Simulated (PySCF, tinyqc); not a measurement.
CIS on RHF in the sto-6g basis, frozen core, for HF, spin multiplicity 1, step by step. The lowest restricted solution is unstable here: a spin-polarised one lies 0.0128 hartree lower (PySCF). One step of it, computed by the program tinyqc.

Task: CIS matrix, triplets. A(ia,jb) = (e_a - e_i) d_ij d_ab - (ij|ab).

orbital energies (hartree): MO1 -26.266880, MO2 -1.423587, MO3 -0.472798, MO4 -0.472798, MO5 -0.468566, MO6 0.305766

Two-electron integrals over orbitals (pq|rs), unique and non-zero (hartree); the lowest 1 orbital is frozen and left out:
```
(22|22) 0.881142    (32|32) 0.190910    (33|22) 0.900526    (33|33) 0.998085
(42|42) 0.190910    (43|43) 0.053789    (44|22) 0.900526    (44|33) 0.890506
(44|44) 0.998085    (52|22) -0.045441   (52|33) -0.060442   (52|44) -0.060442
(52|52) 0.129670    (53|32) -0.024379   (53|53) 0.033792    (54|42) -0.024379
(54|54) 0.033792    (55|22) 0.681610    (55|33) 0.666909    (55|44) 0.666909
(55|52) -0.010877   (55|55) 0.662941    (62|22) -0.076609   (62|33) -0.075953
(62|44) -0.075953   (62|52) -0.081251   (62|55) -0.021691   (62|62) 0.090693
(63|32) -0.025270   (63|53) -0.023314   (63|63) 0.028270    (64|42) -0.025270
(64|54) -0.023314   (64|64) 0.028270    (65|22) -0.250946   (65|33) -0.255393
(65|44) -0.255393   (65|52) 0.073484    (65|55) -0.090627   (65|62) 0.032149
(65|65) 0.241761    (66|22) 0.629740    (66|33) 0.614605    (66|44) 0.614605
(66|52) 0.041546    (66|55) 0.640744    (66|62) -0.050081   (66|65) -0.025482
(66|66) 0.665472
```

Give: CIS matrix A, triplet.

Result:

CIS matrix A, triplet (hartree):
```
         2>6     3>6     4>6      5>6
2>6   1.0996  0.0000  0.0000  -0.0415
3>6   0.0000  0.1640  0.0000   0.0000
4>6   0.0000  0.0000  0.1640   0.0000
5>6  -0.0415  0.0000  0.0000   0.1336
```
